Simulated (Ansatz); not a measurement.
The input, for Ansatz 0.2.0:

```yaml
crystal:
  periodic: [false, false, false]
  atoms:
    - {symbol: Cr, position_ang: [0.000000, 0.000000, 0.442662]}
    - {symbol: C, position_ang: [0.000000, 0.000000, -1.550744]}
    - {symbol: H, position_ang: [0.000000, 0.896854, -2.178296]}
    - {symbol: H, position_ang: [0.000000, -0.896854, -2.178296]}
basis:
  gaussian: {orbitals: def2-SVP}
total_charge: 1
magnetization: {spin_polarized: false, initial_magnetization: 5}
correlation: {method: ccsd_t, electrons: outside_noble_gas}
```

```sh
$ ansatz run in.yaml --threads 1 --pin off --events-out ev --progress --plain --max-ram 2393MiB
```

The program prints:

```
609 factors; integrals over basis functions are off by at most 5.7e-4 eV
mean field evaluation 1: about -29436.7650 eV, gradient 2.3e1 eV
mean field evaluation 2: about -29436.8338 eV, gradient 2.3e1 eV
mean field evaluation 4: about -29438.8989 eV, gradient 5.5e0 eV
mean field evaluation 8: about -29439.0415 eV, gradient 1.0e0 eV
mean field evaluation 16: about -29439.1902 eV, gradient 2.5e-1 eV
mean field evaluation 32: about -29438.7309 eV, gradient 1.4e0 eV
mean field evaluation 64: about -29439.0016 eV, gradient 6.2e-1 eV
mean field evaluation 96: about -29439.0018 eV, gradient 2.8e-1 eV
mean field evaluation 128: about -29439.0193 eV, gradient 3.1e-1 eV
mean field evaluation 160: about -29439.0151 eV, gradient 3.0e-1 eV
...
mean field evaluation 1344: about -29439.2668 eV, gradient 4.7e-1 eV
mean field evaluation 1376: about -29439.2894 eV, gradient 5.5e-2 eV
mean field evaluation 1408: about -29439.1462 eV, gradient 1.3e-1 eV
mean field evaluation 1440: about -29438.6070 eV, gradient 1.0e0 eV
mean field evaluation 1472: about -29438.4606 eV, gradient 5.4e-1 eV
mean field evaluation 1504: about -29439.1675 eV, gradient 2.8e-1 eV
determinant -29439.19220749 eV, -1081.8703590240 hartree, with singles and doubles -29444.99239474 eV, -1082.0835119740 hartree
determinant -29439.00570343 eV, -1081.8635051261 hartree, with singles and doubles -29444.48161699 eV, -1082.0647412378 hartree
determinant -29438.35524106 eV, -1081.8396010751 hartree, with singles and doubles -29443.67062602 eV, -1082.0349378694 hartree
determinant -29438.15974066 eV, -1081.8324165678 hartree, with singles and doubles -29443.46322319 eV, -1082.0273159562 hartree
determinant -29438.15965107 eV, -1081.8324132755 hartree, with singles and doubles -29443.46341137 eV, -1082.0273228714 hartree
determinant -29437.11996589 eV, -1081.7942055500 hartree, with singles and doubles -29441.85673970 eV, -1081.9682787769 hartree
determinant -29436.97244127 eV, -1081.7887841203 hartree, with singles and doubles -29441.70552039 eV, -1081.9627215697 hartree
determinant -29436.96872026 eV, -1081.7886473755 hartree, with singles and doubles -29441.71435748 eV, -1081.9630463268 hartree
determinant -29436.89896605 eV, -1081.7860839556 hartree, with singles and doubles -29441.56209368 eV, -1081.9574507353 hartree
determinant -29439.19220749 eV, -1081.8703590240 hartree, with singles and doubles -29445.00473507 eV, -1082.0839654726 hartree
determinant -29439.00570343 eV, -1081.8635051261 hartree, with singles and doubles -29444.49895484 eV, -1082.0653783921 hartree
mean field evaluation 1536: about -29439.0467 eV, gradient 6.2e-1 eV
mean field evaluation 1568: about -29438.6043 eV, gradient 4.5e0 eV
10 core orbitals not correlated: weight in the atoms' cores, before any rotation towards them, 0.999 or more for the frozen orbitals, at most 0.000 for the correlated occupied ones
reference -29439.19220749 eV, -1081.8703590240 hartree; 8, 3 occupied and 37, 42 virtual orbitals, 609 factors
second order -4.80453784 eV of doubles, -0.03393093 eV of singles
cycle   1  -5.81253010 eV  change   -2.5e-6 eV  update   4.5e-6
cycle   2  -5.81253563 eV  change   -5.5e-6 eV  update   3.3e-6
perturbative correction -0.18444416 eV, -0.0067781977 hartree
Total energy: -29445.18918728 eV, -1082.0907439664 hartree
```

Ran on 1 thread of Arm Neoverse V2, shared host: 27 s wall, 0.16 GiB peak host memory.
